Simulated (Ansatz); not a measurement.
Input file:

```yaml
crystal:
  periodic: [false, false, false]
  atoms:
    - {symbol: Al, position_ang: [0.000000, 0.000000, 0.000000]}
    - {symbol: C, position_ang: [0.000000, 0.000000, 1.955903]}
basis:
  gaussian: {orbitals: cc-pVTZ}
magnetization: {spin_polarized: true, initial_magnetization: 3}
hamiltonian: {xc: {name: PBE}}
output: {orbitals: {seedname: orbitals}}
```

```sh
$ ansatz run in.yaml --threads 1 --pin off --events-out ev --progress --plain --max-ram 2393MiB
```

Output:

```
437 factors; their error is unknown
mean field evaluation 1: about -7616.2415 eV, gradient 3.1e1 eV
mean field evaluation 2: about -7560.6294 eV, gradient 6.6e1 eV
mean field evaluation 4: about -7622.9261 eV, gradient 8.2e0 eV
mean field evaluation 8: about -7623.5669 eV, gradient 6.6e-2 eV
mean field evaluation 16: about -7623.5669 eV, gradient 9.6e-6 eV
mean field -7623.56693525 eV, -280.1609174310 hartree, gradient 9.5e-6 eV, S^2 3.753034; 0 other end points of the search recorded, 0 dependent functions left out
reference -7623.56696611 eV, -280.1609185654 hartree; 11, 8 occupied and 53, 56 virtual orbitals, 437 factors
Total energy: -7623.56696611 eV, -280.1609185654 hartree
```

Ran on 1 thread of Arm Neoverse V2, shared host: 0.81 s wall, 0.09 GiB peak host memory.
